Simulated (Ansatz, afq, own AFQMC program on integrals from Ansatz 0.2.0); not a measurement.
# Where AFQMC and coupled cluster stand for MnCH2, sextet

```yaml
atoms:
  - { symbol: Mn, position_ang: [0.0000, 0.0000, 4.3911] }
  - { symbol: C, position_ang: [0.0000, 0.0000, -1.0379] }
  - { symbol: H, position_ang: [0.0000, 0.8905, -1.6766] }
  - { symbol: H, position_ang: [0.0000, -0.8905, -1.6766] }
```

Connectivity, by distances: Mn ··· CH2.

Basis def2-SVP. Noble-gas cores (and the filled d shells of Ga–Kr and In–Xe) are frozen. Integrals, coupled cluster, full CI and functionals: Ansatz 0.2.0; the random walks run on the same integrals in our own AFQMC program. The CISD trial takes its coefficients from CCSD amplitudes. Released means that phaseless walkers are propagated on without the constraint, phases kept. Error bars are statistical, one sigma. The metal's outer-core s and p shells are frozen, which shifts wave-function levels against functionals.

Determinant: ROHF, the one that the program's search chose, which needn't be the lowest solution. The geometry is a point of a scan.

No full CI on the walks' own integrals is used here; CCSDT(Q) serves as the reference and is uncertain by about the last step of the cluster series.

Cautions: no relativity below Rb; outer-core shells of the metal frozen; lower spins were not checked; higher spins were not checked; a spin-contaminated unrestricted determinant lies lower (UHF 681 meV lower, ⟨S²⟩ 9.55).

```
T1 diagnostic                               : 0.0187
weight of the determinant in the CISD state : 0.857
size of the correlated space                : 13 electrons in 45 orbitals
```

```
  level  correlation energy (eV)
    MP2                  -4.9389
   CCSD                  -6.0922
CCSD(T)                  -6.2215
```

(1) Estimate where AFQMC with the constraint released lies against CCSD(T) on the same integrals.

(1) 1.10 ± 0.16 kcal/mol below CCSD(T).

Reference: CCSDT(Q), correlation energy -6.254 eV. The released energy is read at 2.60 1/Eh (meV from the phaseless value at times in 1/Eh: 0 ± 4 at 0.24, -1 ± 4 at 0.60, -11 ± 5 at 1.20, -4 ± 6 at 1.80, -10 ± 7 at 2.60).

| level | E − E(reference) (kcal/mol) | share of correlation (%) |
| --- | --- | --- |
| CCSD(T) | 0.75 | 99.48 |
| CCSDT | 0.08 | 99.94 |
| ph-AFQMC/CISD | -0.10 ± 0.11 | 100.07 |
| released AFQMC | -0.34 ± 0.16 | 100.24 |

A walk keeps the symmetry of its determinant, which the program's search chose and which needn't be the lowest solution, so a lower state of the same spin and another symmetry isn't excluded. Released energies are given only where the last usable release times agree within the noise; a slower fall can still hide under it.
